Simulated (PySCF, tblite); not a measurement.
System: CHN, singlet: collinear H-C-N surface. Scanned: H-C distance and C-N distance.

Levels: GFN2-xTB, 300 K electronic temperature (tblite); RHF/cc-pVTZ (PySCF); M06-2X/cc-pVTZ (PySCF); B3LYP/cc-pVTZ (PySCF); MP2 on RHF/cc-pVTZ, 2 core orbitals frozen (PySCF); CCSD on RHF/cc-pVTZ, 2 core orbitals frozen (PySCF); CCSD(T) on RHF/cc-pVTZ, 2 core orbitals frozen (PySCF).

Energies in mEh at chosen points (x: H-C distance (Å); y: C-N distance (Å)), relative to x = 1.07, y = 1.15:

```json
[
 {"method": "GFN2-xTB", "(0.96, 1.49)": "154.8", "(1.50, 1.26)": "85.8", "(1.50, 1.33)": "118.1", "(1.02, 1.09)": "7.0", "(0.91, 1.72)": "288.6", "(1.18, 1.21)": "18.5", "(1.12, 1.26)": "30.3"},
 {"method": "RHF", "(0.96, 1.49)": "196.8", "(1.50, 1.26)": "110.8", "(1.50, 1.33)": "149.1", "(1.02, 1.09)": "2.8", "(0.91, 1.72)": "367.0", "(1.18, 1.21)": "24.3", "(1.12, 1.26)": "39.5"},
 {"method": "M06-2X", "(0.96, 1.49)": "162.9", "(1.50, 1.26)": "91.0", "(1.50, 1.33)": "121.9", "(1.02, 1.09)": "8.9", "(0.91, 1.72)": "313.6", "(1.18, 1.21)": "16.7", "(1.12, 1.26)": "27.8"},
 {"method": "B3LYP", "(0.96, 1.49)": "150.2", "(1.50, 1.26)": "86.9", "(1.50, 1.33)": "115.3", "(1.02, 1.09)": "9.7", "(0.91, 1.72)": "288.6", "(1.18, 1.21)": "15.4", "(1.12, 1.26)": "25.1"},
 {"method": "MP2", "(0.96, 1.49)": "108.5", "(1.50, 1.26)": "78.7", "(1.50, 1.33)": "98.9", "(1.02, 1.09)": "14.5", "(0.91, 1.72)": "217.0", "(1.18, 1.21)": "10.3", "(1.12, 1.26)": "14.7"},
 {"method": "CCSD", "(0.96, 1.49)": "142.1", "(1.50, 1.26)": "85.2", "(1.50, 1.33)": "112.2", "(1.02, 1.09)": "11.6", "(0.91, 1.72)": "274.8", "(1.18, 1.21)": "14.0", "(1.12, 1.26)": "22.3"},
 {"method": "CCSD(T)", "(0.96, 1.49)": "128.3", "(1.50, 1.26)": "79.5", "(1.50, 1.33)": "103.5", "(1.02, 1.09)": "13.5", "(0.91, 1.72)": "246.3", "(1.18, 1.21)": "11.6", "(1.12, 1.26)": "18.3"}
]
```
